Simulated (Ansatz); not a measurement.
Geometry optimisation, Ansatz 0.2.0, UKS revPBE/6-31G*.

Input:

```yaml
crystal:
  periodic: [false, false, false]
  atoms:
    - { symbol: Si, position_ang: [0.0, 0.0, 0.0] }
    - { symbol: H, position_ang: [0.0, 0.0, 1.71] }
    - { symbol: H, position_ang: [1.3768, 0.0, -0.4862] }
    - { symbol: C, position_ang: [-0.8808, 1.5259, -0.6227] }
    - { symbol: H, position_ang: [-1.9334, 1.2723, -0.8671] }
    - { symbol: H, position_ang: [-0.8624, 2.3106, 0.1622] }
    - { symbol: H, position_ang: [-0.3704, 1.9025, -1.5336] }
    - { symbol: H, position_ang: [-0.6877, -1.1914, -0.4862] }
    - { symbol: F, position_ang: [0.0, 0.0, 2.93] }
magnetization:
  spin_polarized: true
  initial_magnetization: 1
basis:
  gaussian: { orbitals: "6-31G*" }
hamiltonian:
  xc: revpbe
relax:
  f_tol: 0.15
  max_steps: 25
  restrain:
    - { distance: [1, 8], at: 2.12, k: 30.0 }
    - { distance: [0, 1], at: 1.46, k: 30.0 }
output:
  orbitals: {}
```

Run as:

```bash
$ ansatz run input.yaml --threads 1 --pin off --max-ram 2048MiB --backend cpu --events-out ev --progress --plain --runs-dir out
```

Q: Where does it end, and by what steps?

A: The run converged. The restraints hold the end off the free minimum. After 23 steps the energy has fallen by 0.903 eV (the restraints' own energy left out); H2 moved furthest, 1.40 Å. Parted: Si1–H8 (1.46 → 2.12 Å). Joined: Si1–F9 (2.93 → 1.62 Å).

| step | energy less start (eV) | largest force component (eV/Å) | accepted |
| --- | --- | --- | --- |
| 0 | 0.0000 | 2.019 | yes |
| 1 | 0.4908 | 1.397 | yes |
| 2 | 0.8497 | 2.560 | yes |
| 3 | 0.8386 | 1.246 | yes |
| 4 | 0.8121 | 1.136 | yes |
| 5 | 0.8150 | 0.954 | no |
| 6 | 0.8018 | 1.099 | yes |
| 7 | 0.7963 | 1.055 | yes |
| 8 | 0.7773 | 1.080 | yes |
| 9 | 0.7592 | 0.996 | yes |
| 10 | 0.7205 | 1.087 | yes |
| 11 | 0.7075 | 0.948 | yes |
| 12 | 0.6888 | 1.013 | yes |
| 13 | 0.6472 | 1.053 | yes |
| 14 | 0.5860 | 0.976 | yes |
| 15 | 0.4918 | 0.887 | yes |
| 16 | 0.3934 | 1.180 | yes |
| 17 | -0.2329 | 1.948 | yes |
| 18 | -0.8193 | 0.690 | yes |
| 19 | -0.8389 | 0.739 | yes |
| 20 | -0.8391 | 1.401 | yes |
| 21 | -0.8701 | 1.109 | yes |
| 22 | -0.8813 | 1.133 | yes |
| 23 | -0.9031 | 1.103 | yes |

```xyz
9
Properties=species:S:1:pos:R:3
Si 0.070 0.229 0.612
H -0.654 -0.992 0.974
H 1.458 0.014 0.077
C -0.856 1.550 -0.371
H -1.948 1.453 -0.235
H -0.558 2.555 -0.014
H -0.633 1.499 -1.453
H -0.380 -1.106 -0.970
F 0.144 0.616 2.186
```

Run time: 80 s on 1 thread of Arm Neoverse V1, with other jobs on the host, peak memory 0.15 GiB.
